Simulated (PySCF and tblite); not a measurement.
Results of a calculation; reference values are marked as such.
System: C3H9O (charge +1), numbered as in [CH3:1][O+:2]([CH3:3])[CH3:4].

Motion: pyramidal inversion at O2. GFN2-xTB gives an electronic barrier of 2.5 kcal/mol.

The ion is treated without a counter-ion.

**Question.** What does PBE0/pcSseg-1 + D3(BJ) give on PBE0-D3(BJ)/def2-SVP geometries?

**Answer.** A barrier of 1.9 kcal/mol, 0.6 below the tight-binding barrier (from unrounded values) and, with GFN2-xTB thermal terms, ΔG‡(298 K) = 2.1 kcal/mol and k = 1.1×10¹² s⁻¹ (6 equivalent paths).

**Question.** And the level of the geometries itself, PBE0-D3(BJ)/def2-SVP?

**Answer.** 1.9 kcal/mol.

Programs: tblite and PySCF.
